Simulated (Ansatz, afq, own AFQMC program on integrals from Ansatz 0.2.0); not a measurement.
Integrals from Ansatz 0.2.0, then the random walk in our own AFQMC program (afq).

```yaml
crystal:
  periodic: [false, false, false]
  atoms:
    - {symbol: Br, position_ang: [0.000000, 0.000000, 0.000000]}
    - {symbol: Mg, position_ang: [0.000000, 0.000000, 3.085000]}
basis:
  gaussian: {orbitals: aug-cc-pVDZ}
total_charge: -1
magnetization: {spin_polarized: false, initial_magnetization: 2}
correlation: {method: ccsd_t, electrons: outside_noble_gas, hamiltonian_folder: ham}
```

```sh
$ ansatz run in.yaml --threads 1 --pin off --events-out ev --progress --plain --max-ram 1382MiB
```

afq runs on the folder ham with

```
--method phaseless --trial hf --walkers 120 --populations 1 --least-time 40 --time-step 0.005 --steps-per-block 20 --equilibration-blocks 112 --max-blocks 600 --target-error 0.00114 --factor-cut 1e-05 --start spin_pure --seed 4744 --taylor-order 6
```

Times are imaginary, in 1/Eh. The walk had a cap of 1931 s. Filled inner d shells are frozen with the cores.

```
orbitals 44  electrons 6 4  factors 316 of 656
reference energy -2772.05122017 Eh
CCSD correlation -0.15229817 Eh in 11 cycles, weight of the determinant in the CISD state 0.9074
energy of the start -2772.051220 Eh
 block  time / (1/Eh)  mean weight  energy / Eh
     1     0.100  0.9989  -2772.081126
     2     0.200  1.0008  -2772.106204
     3     0.300  1.0004  -2772.119274
     4     0.400  1.0015  -2772.135618
     5     0.500  0.9998  -2772.142893
     8     0.800  0.9995  -2772.173755
    18     1.800  0.9998  -2772.200572
    69     6.900  1.0003  -2772.199752
   120    12.000  1.0004  -2772.191157
   137    13.700  1.0009  -2772.239731
   171    17.100  1.0002  -2772.235253
   222    22.200  1.0008  -2772.206127
   273    27.300  0.9993  -2772.192328
   324    32.400  1.0011  -2772.205022
   375    37.500  0.9994  -2772.187261
   426    42.600  1.0016  -2772.206147
   477    47.700  0.9993  -2772.220853
   528    52.800  1.0018  -2772.214317
   579    57.900  0.9998  -2772.233669
   630    63.000  0.9994  -2772.198055
   681    68.100  1.0009  -2772.210444
   698    69.800  0.9983  -2772.183972
blocks merged  error / Eh  count
     1  0.000550  600
     2  0.000743  300
     4  0.000991  150
     8  0.001291  75
    16  0.001497  37
    32  0.001781  18
    64  0.001963  9
energy -2772.211506 +/- 0.001781 Eh
(rows thinned)
```

(1) Estimate how long the walk took on 1 thread of Intel(R) Xeon(R) Platinum 8488C (Sapphire Rapids) (shared host).

The run passed its tests (sampling time, drift between the halves within three errors, error under three times the target), which doesn't prove that it has relaxed. The second half of the sampling lies below the first by 2.4 errors of their difference, so the energy may still be moving and its error bar be too small.

Against this walk (error 48.5 meV) on the same determinant: CCSD(T) 103.4 meV higher, CCSDT(Q) 79.9 meV higher (within the noise), a separate phaseless walk with a CISD trial and standard settings 108.3 ± 49.0 meV higher. The error is statistical and leaves out the bias of the constraint.

Cautions: constraint bias not in the error; error above the target (48.5 against 31.0 meV); no relativity below Rb; no spin-orbit coupling; inner d shell frozen; lower spins were not checked.

Answers

(1) 4.4 min of wall time.

CCSDT and higher add their correlation energy to the determinant of the CCSD(T) run, since their own runs factorise the integrals more tightly (a shift of under 2 meV). A walk keeps the symmetry of its determinant, which the program's search chose and which needn't be the lowest solution, so a lower state of the same spin and another symmetry isn't excluded.
